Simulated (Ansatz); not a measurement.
Geometry optimisation, Ansatz 0.2.0, RKS PBE0-D4/6-31G*.

input.yaml

```yaml
crystal:
  periodic: [false, false, false]
  atoms:
    - { symbol: C, position_ang: [-0.9309, 0.0573, -0.8148] }
    - { symbol: C, position_ang: [0.2778, -0.5611, -0.2977] }
    - { symbol: C, position_ang: [0.9706, 0.3472, 0.6438] }
    - { symbol: O, position_ang: [0.5757, 0.4329, 1.8981] }
    - { symbol: S, position_ang: [2.3349, 1.26, 0.2873] }
    - { symbol: H, position_ang: [-0.7444, 1.0408, -1.3685] }
    - { symbol: H, position_ang: [-1.6369, 0.3618, -0.0075] }
    - { symbol: H, position_ang: [-1.4643, -0.5545, -1.5186] }
    - { symbol: H, position_ang: [0.9418, -0.8133, -1.0892] }
    - { symbol: H, position_ang: [0.0303, -1.4879, 0.2468] }
    - { symbol: H, position_ang: [-0.2893, -0.1402, 2.0409] }
basis:
  gaussian: { orbitals: "6-31G*" }
hamiltonian:
  xc: pbe0
  dispersion: d4
relax:
  f_tol: 0.015
  max_steps: 40
```

Run as:

```bash
$ ansatz run input.yaml --threads 1 --pin off --max-ram 2048MiB --backend cpu --events-out ev --progress --plain --runs-dir out
```

Question: Where does it end, and by what steps?

Answer: It converged. After 14 steps the energy has fallen by 0.429 eV; H11 moved furthest, 0.25 Å.

```
step  energy less start (eV)  largest force component (eV/Å)  accepted
   0                  0.0000                           3.289       yes
   1                 -0.3041                           2.016       yes
   2                 -0.3976                           0.913       yes
   3                 -0.4158                           0.576       yes
   4                 -0.4263                           0.059       yes
   5                 -0.4268                           0.061       yes
   6                 -0.4276                           0.035       yes
   7                 -0.4282                           0.037       yes
   8                 -0.4284                           0.082       yes
   9                 -0.4285                           0.113       yes
  10                 -0.4291                           0.049       yes
  11                 -0.4293                           0.031       yes
  12                 -0.4294                           0.021       yes
  13                 -0.4294                           0.022       yes
  14                 -0.4294                           0.015       yes
```

```xyz
11
Properties=species:S:1:pos:R:3
C -0.993 0.075 -0.765
C 0.328 -0.546 -0.302
C 1.064 0.343 0.667
O 0.445 0.525 1.841
S 2.484 1.083 0.361
H -0.813 1.036 -1.258
H -1.689 0.251 0.064
H -1.494 -0.587 -1.477
H 0.976 -0.737 -1.158
H 0.136 -1.514 0.187
H -0.380 0.014 1.861
```

Run time: 62 s on 1 thread of Arm Neoverse V2, with other jobs on the host, peak memory 0.19 GiB.
